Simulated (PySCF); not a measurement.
CH, charge +1, multiplicity 1. Atoms are numbered in the order given.

```xyz
2

C      0.0000     0.0000    -0.1629
H      0.0000     0.0000     0.9775
```
Charge +1, spin multiplicity 1.

Geometry optimised at PBE0-D3(BJ)/def2-TZVPD.

These are r2SCAN/def2-TZVPD run with PySCF values and carry that method's errors.

Isolated molecule, no solvent.

```
Property                                                        Value
------------------------------------------------  -------------------
total energy                                        -38.05198 hartree
point group                                                       C∞v
highest occupied level                                      -18.58 eV
lowest empty level                                          -15.63 eV
orbital gap                                                   2.95 eV
dipole moment about the centre of nuclear charge               1.43 D
mean static polarisability                        7.9 bohr³ (1.17 Å³)
polarisability, principal values                  7.6, 7.6, 8.6 bohr³
```
